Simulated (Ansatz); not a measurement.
# CH4S, SMILES CS: the interaction energy of a dimer with the counterpoise correction

With Ansatz 0.2.0, Python API.

Interactive session:
```pycon
>>> import ansatz as az
>>> BASIS = "def2-SVPD"
>>> METHOD = "mp2"
>>> FIRST = [
...     ("C", (-0.1476, -0.2922, -0.3836)),
...     ("S", (0.5664, 0.0454, 1.257)),
...     ("H", (-1.1777, 0.0508, -0.4129)),
...     ("H", (-0.1116, -1.3687, -0.5177)),
...     ("H", (0.4464, 0.1967, -1.1499)),
...     ("H", (0.4241, 1.3681, 1.2072)),
... ]
>>> SECOND = [
...     ("C", (-1.7249, 2.1911, -2.101)),
...     ("S", (-2.6927, 0.6489, -2.0767)),
...     ("H", (-0.7163, 1.9966, -1.7481)),
...     ("H", (-2.2269, 2.8784, -1.4275)),
...     ("H", (-1.7123, 2.6005, -3.1066)),
...     ("H", (-1.9243, -0.0176, -2.9354)),
... ]
>>> def energy(atoms, ghosts=()):
...     molecule = az.Crystal.molecule()
...     for symbol, xyz in atoms:
...         molecule = molecule.atom(symbol, xyz)
...     calc = (
...         molecule.calculation()
...         .basis(gaussian=BASIS)
...         .correlation(METHOD)
...     )
...     deck = calc.input()
...     if ghosts:
...         deck = deck.set(az.key.basis.gaussian.ghost_atoms, [{"symbol": s, "position_ang": list(xyz)} for s, xyz in ghosts])
...     return az.Session.from_dict(deck).plan().execute().report["free_energy_ev"]
...
>>> # ghost atoms carry the functions of the partner
>>> both = energy(FIRST + SECOND)
>>> alone = energy(FIRST) + energy(SECOND)
>>> ghosted = energy(FIRST, SECOND) + energy(SECOND, FIRST)
>>> print(f"dimer {both:.6f} eV")
dimer -23830.367748 eV
>>> print(f"interaction, uncorrected   {(both - alone):8.3f} eV")
interaction, uncorrected      0.047 eV
>>> print(f"interaction, counterpoise  {(both - ghosted):8.3f} eV")
interaction, counterpoise     0.194 eV
>>> print(f"basis-set superposition    {(alone - ghosted):8.3f} eV")
basis-set superposition       0.147 eV
```

Uncorrected it is 0.047 eV, with the counterpoise correction 0.194 eV; the difference, 0.147 eV, is the superposition error. In this basis both values are repulsive.

Total energies depend on the basis set; only differences at equal settings carry meaning. The dimer is a generated trial pose of unrelaxed monomers, not a minimum, so the figure is no binding energy, and the basis set is small. Wall time of the script: 12 s on 1 thread of Arm Neoverse V2, on a shared host, peak memory 0.41 GiB.
